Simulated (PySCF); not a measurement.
# Ne: ionisation energy

Ne [Ne] (1S) → Ne+ [He] 2s2 2p5 (2P), as a difference of total energies. Computed with PySCF 2.14 in aug-cc-pwCVDZ (5s4p2d, 27 functions), with the non-relativistic Hamiltonian (point nucleus). Correlated levels: valence: 1s2 frozen. The calculations carry no spin-orbit coupling.

| method | ionisation energy (eV) | error (eV) |
| --- | --- | --- |
| UHF | 19.845 | -1.752 |
| MP2 (valence) | 21.618 | +0.021 |
| SCS-MP2 (valence) | 21.471 | -0.126 |
| CCSD (valence) | 21.385 | -0.212 |
| CCSD(T) (valence) | 21.422 | -0.175 |
| CCSDT (valence) | 21.421 | -0.176 |

Reference: 21.597 eV (measured; NIST levels, between the centres of gravity of the two terms).

Errors of the correlated levels include the incompleteness of this basis and the frozen core.
